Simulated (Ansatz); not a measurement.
```yaml
crystal:
  periodic: [false, false, false]
  atoms:
    - {symbol: Nb, position_ang: [-0.271121, 0.000074, -0.000737]}
    - {symbol: C, position_ang: [1.703307, -0.000462, 0.004631]}
    - {symbol: H, position_ang: [2.347095, 0.914783, 0.003744]}
    - {symbol: H, position_ang: [2.346584, -0.916056, 0.009018]}
basis:
  gaussian: {orbitals: def2-TZVP}
total_charge: 1
hamiltonian: {xc: pbe0}
relax: {f_tol: 0.004, max_steps: 80}
```

```sh
$ ansatz run in.yaml --threads 1 --pin off --events-out ev --progress --plain --max-ram 2176MiB
```

Steps of the relaxation (energy above the last step; positions in Å, forces in eV/Å):

```
4
step 1, 216.4 meV
Nb   -0.271    0.000   -0.001    2.667   -0.001    0.007
C     1.703    0.000    0.005   -1.351    0.000   -0.004
H     2.347    0.915    0.004   -0.658   -0.397   -0.001
H     2.347   -0.916    0.009   -0.658    0.398   -0.003
```

```
4
step 2, 7.2 meV
Nb   -0.162    0.000    0.000    0.107    0.000    0.000
C     1.694    0.000    0.005    0.380    0.000    0.001
H     2.297    0.923    0.004   -0.243   -0.091    0.000
H     2.297   -0.925    0.009   -0.243    0.091   -0.001
```

```
4
step 3, 1.3 meV
Nb   -0.149    0.000    0.000   -0.046    0.000    0.000
C     1.702    0.000    0.005    0.206    0.000    0.001
H     2.286    0.928    0.004   -0.080    0.014    0.000
H     2.286   -0.930    0.009   -0.080   -0.014    0.000
```

```
4
step 4, 0.0 meV
Nb   -0.143    0.000    0.000   -0.006    0.000    0.000
C     1.709    0.000    0.005    0.016    0.000    0.000
H     2.280    0.935    0.004   -0.005    0.003    0.000
H     2.279   -0.937    0.009   -0.005   -0.003    0.000
```

```
4
step 5, 0.0 meV
Nb   -0.142    0.000    0.000    0.000    0.000    0.000
C     1.710    0.000    0.005    0.000    0.000    0.000
H     2.279    0.936    0.003    0.000    0.000    0.000
H     2.279   -0.937    0.009    0.000    0.000    0.000
```

Close pairs at the end: C2–H4 1.096 Å, C2–H3 1.096 Å, Nb1–C2 1.852 Å, Nb1–H3 2.596 Å, Nb1–H4 2.596 Å.

A stationary point of restricted PBE0 after 5 steps (its stability towards spin polarisation wasn't tested); no frequencies were run, so it isn't proven a minimum. 32 s on 1 thread of Arm Neoverse V1, shared host.
